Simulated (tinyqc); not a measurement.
Ways to converge the cycle: SCF convergence aids in the sto-6g basis, for OH+, spin multiplicity 3. Computed by the program tinyqc with PySCF. 

Geometry (angstrom):
```
atom       x       y       z
O     0.0000  0.0000  0.0000
H     0.0000  0.0000  1.0430
```

lowest solution found by these runs and by PySCF with stability checks = -74.754034 hartree

UHF with one setting changed at a time; a run stops when the energy changes by less than 1e-09 hartree and the error matrix is below 1e-5. The start is the Wolfsberg-Helmholz matrix. Damping d keeps d of the old density; a shift (hartree) raises the virtual levels; DIIS n extrapolates F over n matrices.

Largest element of the error matrix X^T (FDS - SDF) X:
```
iteration    plain  damping 0.3  damping 0.6  shift 0.4   DIIS 3   DIIS 8
1          2.6e-01      2.6e-01      2.6e-01    2.6e-01  2.6e-01  2.6e-01
2          6.7e-02      1.3e-01      1.9e-01    1.1e-01  6.7e-02  6.7e-02
3          1.7e-02      6.1e-02      1.3e-01    4.2e-02  1.2e-02  1.2e-02
4          7.6e-03      2.9e-02      9.2e-02    2.0e-02  5.4e-03  5.4e-03
5          4.4e-03      1.4e-02      6.5e-02    1.1e-02  1.5e-03  1.4e-03
6          2.8e-03      8.1e-03      4.6e-02    6.8e-03  2.8e-04  1.8e-04
8          1.2e-03      3.7e-03      2.3e-02    3.1e-03  4.3e-06  1.8e-06
10         5.2e-04      2.0e-03      1.1e-02    1.6e-03        -        -
14         1.0e-04      6.4e-04      4.2e-03    4.8e-04        -        -
20         8.4e-06      1.3e-04      1.4e-03    8.4e-05        -        -
30               -      8.5e-06      3.2e-04          -        -        -
45               -            -      3.6e-05          -        -        -
```

How each run ends:
```
run          iterations  E (hartree)         state
plain                20   -74.754034  lowest found
damping 0.3          30   -74.754034  lowest found
damping 0.6          55   -74.754034  lowest found
shift 0.4            28   -74.754034  lowest found
DIIS 3                9   -74.754034  lowest found
DIIS 8                9   -74.754034  lowest found
```

6 of 6 runs reach the lowest solution found, in 9 to 55 iterations (fastest: DIIS 3, DIIS 8). Plain steps already contract here, so damping only slows them. DIIS 3 and DIIS 8 gain by cancelling the error over several earlier matrices, much as a quasi-Newton step does.
